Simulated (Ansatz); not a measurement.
# BH₃S: single points off equilibrium

An exercise on one series of results from a longer session: the logs are not shown, and one member is left open.

Computed with Ansatz 0.2.0, Gaussian basis. Level: single points in def2-TZVPP.

Cores are frozen in the correlated methods.

## The starting structure

SMILES `BS`, 5 atoms, charge 0, spin multiplicity 1.

Atoms are counted from 1 here; the program's logs count them from 0.

Bond lengths: B1–S2 1.768 Å, B1–H3 1.269 Å, B1–H4 1.072 Å, S2–H5 1.380 Å. Angles: S2–B1–H3 106.5°, S2–B1–H4 122.0°, H3–B1–H4 131.1°, B1–S2–H5 96.1°.

Geometry (Å):

```xyz
5
charge 0, multiplicity 1
B    -0.36390   -0.46790    0.10490
S     0.13890    1.21640   -0.08560
H    -1.59300   -0.44320    0.41770
H     0.28300   -1.28490   -0.14540
H     1.46810    0.94490   -0.33900
```

The first run:

run/in.yaml

```yaml
crystal:
  periodic: [false, false, false]
  atoms:
    - {symbol: B, position_ang: [-0.363900, -0.467900, 0.104900]}
    - {symbol: S, position_ang: [0.138900, 1.216400, -0.085600]}
    - {symbol: H, position_ang: [-1.593000, -0.443200, 0.417700]}
    - {symbol: H, position_ang: [0.283000, -1.284900, -0.145400]}
    - {symbol: H, position_ang: [1.468100, 0.944900, -0.339000]}
basis:
  gaussian: {orbitals: def2-TZVPP}
correlation: {method: ccsd_t}
output: {forces: true}
```

The run is started by

```console
$ ansatz run in.yaml --threads 4 --pin off --events-out ev --progress --plain --max-ram 5222MiB
```

Steps of the session up to this table: CCSD(T)/def2-TZVPP; PBE0-D4/def2-TZVPP; wB97M-V/def2-TZVPP; r2SCAN-D4/def2-TZVPP; PBE-D4/def2-TZVPP; LC-wPBE/def2-TZVPP; HSE06-D4/def2-TZVPP.

One of the session's tables, all rows but one given; the rest of the session is left out.

| method | RMS force component (eV/Å) | angle to CCSD(T) forces (°) | dipole (D) |
| --- | --- | --- | --- |
| CCSD(T) | 1.823 | reference | 1.03 |
| PBE0-D4 | 1.840 | 3.2 | 1.05 |
| wB97M-V | ? | ? | ? |
| r2SCAN-D4 | 1.811 | 2.6 | 1.06 |
| PBE-D4 | 1.793 | 5.3 | 1.04 |
| LC-wPBE | 1.904 | 4.9 | 1.07 |
| HSE06-D4 | 1.838 | 3.1 | 1.04 |

**Question.** Estimate the row for wB97M-V.

As computed: RMS force component (eV/Å): 1.801; angle to CCSD(T) forces (°): 2.5; dipole (D): 1.03. In the column «RMS force component (eV/Å)» it lies between PBE-D4 (1.793) and r2SCAN-D4 (1.811).
